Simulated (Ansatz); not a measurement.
```yaml
crystal:
  periodic: [false, false, false]
  atoms:
    - {symbol: Au, position_ang: [0.000000, 0.000000, 0.000000]}
    - {symbol: S, position_ang: [0.000000, 0.000000, 2.410000]}
basis:
  gaussian: {orbitals: def2-TZVP}
total_charge: 1
hamiltonian: {xc: pbe0}
relax: {f_tol: 0.004, max_steps: 80}
```

```sh
$ ansatz run in.yaml --threads 1 --pin off --events-out ev --progress --plain --max-ram 2176MiB
```

Steps of the relaxation (energy above the last step; positions in Å, forces in eV/Å):

```
2
step 1, 425.8 meV
Au    0.000    0.000    0.000    0.000    0.000    2.441
S     0.000    0.000    2.410    0.000    0.000   -2.441
```

```
2
step 2, 0.4 meV
Au    0.000    0.000    0.139    0.000    0.000   -0.123
S     0.000    0.000    2.271    0.000    0.000    0.123
```

```
2
step 3, 0.1 meV
Au    0.000    0.000    0.134    0.000    0.000    0.054
S     0.000    0.000    2.276    0.000    0.000   -0.054
```

```
2
step 5, 0.0 meV
Au    0.000    0.000    0.136    0.000    0.000    0.000
S     0.000    0.000    2.274    0.000    0.000    0.000
```

Close pairs at the end: Au1–S2 2.139 Å.

A stationary point of restricted PBE0 after 5 steps (its stability towards spin polarisation wasn't tested). 11 s on 1 thread of Arm Neoverse V1, shared host.
